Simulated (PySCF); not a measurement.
Structure problem from calculated spectra and properties.

Elements present: C, F, H and O. Monoisotopic mass: 82.0230 u.

| Quantity | Value |
| --- | --- |
| Dipole | 0.58 D [B97-2/pcSseg-2] |
| 1H NMR | chemical shifts (computed TMS as zero) by class: 5.85 (1 H), 3.66 (2 H), 0.91 (1 H) ppm [GIAO B97-2/pcSseg-2] |
| Rotational structure | rotational constants A, B, C: 9.132, 3.768, 2.875 GHz [PBE0-D3(BJ)/def2-TZVP] |
| NMR, other nuclei | isotropic shieldings of nuclei other than C and H, by class: 314 (1 O), 320 (2 F) ppm [GIAO B97-2/pcSseg-2] |
| 13C NMR | chemical shifts (computed TMS as zero) by class: 124.2 (1 C), 68.3 (1 C) ppm [GIAO B97-2/pcSseg-2] |

Electronic properties: PySCF, gas phase, density fitting. Levels stand in brackets. Geometry: PBE0-D3(BJ)/def2-TZVP, one conformer, isolated molecule. NMR classes are plain means over equivalent atoms (diastereotopic ones count apart unless rotation or inversion swaps them), as if these changed places fast.

**Question.** Which formula fits the mass and the elements?

**Answer.** C2H4F2O (calculated 82.0230). No other formula that holds each of these elements comes within 0.0003 u with a fitting electron parity and a possible valence count.

**Question.** Propose a structure and show how it fits.

**Answer.** Numbering: `[OH:1][CH2:2][CH:3]([F:4])[F:5]`. Its formula, C2H4F2O, gives 0 degrees of unsaturation, so no ring and no π bond. 2 carbons fall into 2 classes; from least to most shielded: CHF2 carbon [C3] (124.2 ppm), carbinol carbon (C–OH) [C2] (68.3 ppm). Hydrogen classes from least to most shielded: 1 H on a CHF2 carbon, C3 (5.85 ppm), 2 H on a carbinol carbon (C–OH), C2 (3.66 ppm), 1 H on an alcohol oxygen, O1 (0.91 ppm). The other shieldings belong to: 314 ppm, alcohol oxygen [O1]; 320 ppm, fluorine of a CF2 group [F4/F5]. The optimised geometry has point group C1 and is an asymmetric top. Structure: `OCC(F)F` (HCF2CH2OH). The assignments are read from this structure; whether some other isomer fits the data as well wasn't checked.

Shape of the structure used: `[OH:1][CH2:2][CH:3]([F:4])[F:5]`: O1–C2–C3–F4 63°, H–O1–C2–C3 -63°.
